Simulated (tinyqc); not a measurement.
Stretching all distances: RHF, UHF, MP2, CISD and CCSD against full CI in the sto-3g basis, for H2O, spin multiplicity 1. Computed by the program tinyqc with PySCF. 

Geometry (angstrom):
```
atom       x        y       z
O     0.0000   0.0000  0.0000
H     0.0000   0.6450  0.6390
H     0.0000  -0.6840  0.6780
```

All coordinates are multiplied by the scale. c0^2 is the weight of the RHF determinant in the lowest singlet FCI state (UHF is spin-contaminated and may lie near states of higher spin) and n(LUMO) the first natural occupation beyond the occupied space.

Full CI energy (hartree) and errors against it (kcal/mol):
```
scale   distance 1-2 (angstrom)      E(FCI)       RHF      UHF      MP2     CISD     CCSD  <S^2> UHF    c0^2  n(LUMO)
0.9200                   0.8353  -74.947401   25.6793  25.6793   6.6069   0.2598   0.0470     0.0000  0.9813   0.0211
1.1100                   1.0078  -75.019925   40.0048  40.0048  11.4082   0.8013   0.1046     0.0000  0.9614   0.0436
1.3000                   1.1803  -74.983186   60.1961  60.1961  18.4217   2.2916   0.2591     0.0000  0.9247   0.0859
1.4900                   1.3528  -74.916762   87.0695  70.3095  27.8167   5.7317   0.5569     0.8017  0.8639   0.1581
1.6800                   1.5253  -74.852585  121.0129  53.0654  39.4589  12.3188   0.7356     1.4024  0.7728   0.2685
1.8700                   1.6978  -74.803095  161.4889  31.9841  52.8577  22.6863  -0.4382     1.6998  0.6513   0.4142
```

UHF parts from RHF first at scale 1.49 of those listed, where <S^2> leaves zero. The weight c0^2 goes from 0.98 to 0.65 and n(LUMO) from 0.02 to 0.41: static correlation grows as the bonds break into open-shell fragments. The spread of the error along the curve, which distorts its shape, is CCSD 1.2, CISD 22.4, UHF 44.6, MP2 46.3, RHF 135.8 kcal/mol. Below FCI somewhere: CCSD, as non-variational methods may be. The table stops here: at scale 2.06 and beyond, the reference weight falls under 0.45 or RHF, UHF or CCSD hop between solutions, so those rows were left out and the spreads given cover only the rows shown. As computed, partly on other solutions, the errors there reach in size RHF 240, UHF 43, MP2 137, CISD 42, CCSD 64 kcal/mol.
